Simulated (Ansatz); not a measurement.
Cost and result for the atomization energy of C3H5FO (`CC1(F)CO1`) (10 atoms, 10 bonds).

```xyz
10

C     0.805    0.310   -0.927
C    -0.092    0.363    0.261
F     0.262    1.374    1.102
C    -0.806   -0.754    0.855
O    -1.455    0.261    0.068
H     0.512   -0.512   -1.579
H     1.841    0.170   -0.614
H     0.730    1.247   -1.481
H    -0.768   -1.740    0.399
H    -1.030   -0.718    1.916
```

The species carries charge 0 and has multiplicity 1. The geometry is a stationary point of PBE0-D4/def2-TZVP. Program: Ansatz. All runs use 4 threads of an Arm Neoverse V1 on a shared host. Times are those of one run each, without the atoms' runs, and a repeat can differ threefold. Electronic energies, without spin–orbit coupling; frozen cores. CCSD(T)/CBS adds CCSD(T) − MP2 in def2-TZVPP to the MP2 limit, and its time is that of the two runs behind it. T1 = 0.011. B3LYP takes the VWN-RPA correlation (the form of Gaussian; ORCA's B3LYP/G).

CCSD(T)/CBS is a level of theory with its own doubt, some kJ/mol a heavy atom from the limit and from the frozen cores, so smaller differences don't rank the functionals.

| level | functions | wall time | atomization (kcal/mol) | difference from CCSD(T)/CBS | per bond |
| --- | --- | --- | --- | --- | --- |
| BLYP-D4/def2-TZVPP | 225 | 1.5 s | 967.2 | 2.0 | 0.2 |
| PBE0-D4/def2-TZVPP | 225 | 1.9 s | 974.8 | 9.6 | 1.0 |
| CAM-B3LYP-D4/def2-TZVPP | 225 | 2.3 s | 971.3 | 6.1 | 0.6 |
| B3LYP-D4/def2-TZVPP (with forces) | 225 | 3 s | 964.0 | -1.2 | -0.1 |
| r2SCANh-D4/def2-TZVPP | 225 | 3.5 s | 964.0 | -1.2 | -0.1 |
| r2SCAN-D4/def2-TZVPP (with forces) | 225 | 3.6 s | 972.1 | 6.9 | 0.7 |
| B2PLYP/def2-TZVPP | 225 | 3.7 s | 956.5 | -8.7 | -0.9 |
| CCSD(T)/def2-SVP | 95 | 3.8 s | 922.4 | -42.8 | -4.3 |
| ωB97X-V/def2-TZVPP | 225 | 5.5 s | 969.9 | 4.7 | 0.5 |
| ωB97M-V/def2-TZVPP (with forces) | 225 | 8 s | 970.2 | 5.0 | 0.5 |
| MP2/def2-QZVPP | 435 | 16 s | 979.6 | 14.4 | 1.4 |
| CCSD(T)/def2-TZVPP | 225 | 100 s | 941.0 | -24.2 | -2.4 |
| CCSD(T)/CBS(def2) | – | 120 s | 965.2 | 0.0 | 0.0 |

From BLYP to BHLYP (50 % exact exchange), in def2-TZVPP and without D4, the atomization energy moves by −36.1 kcal/mol: exact exchange takes away binding that semilocal exchange gives to molecules. The D4 term adds +5.7 kcal/mol with B3LYP and +2.9 kcal/mol with PBE0; it sums over pairs of atoms, weighted by their polarisabilities, and B3LYP, whose exchange is more repulsive, gets the larger term. In def2-TZVPP, CCSD(T) changes the Hartree–Fock value by +255.3 kcal/mol (the triples alone add +16.6 kcal/mol) and MP2 by +279.7 kcal/mol; breaking electron pairs costs correlation energy, which Hartree–Fock lacks.
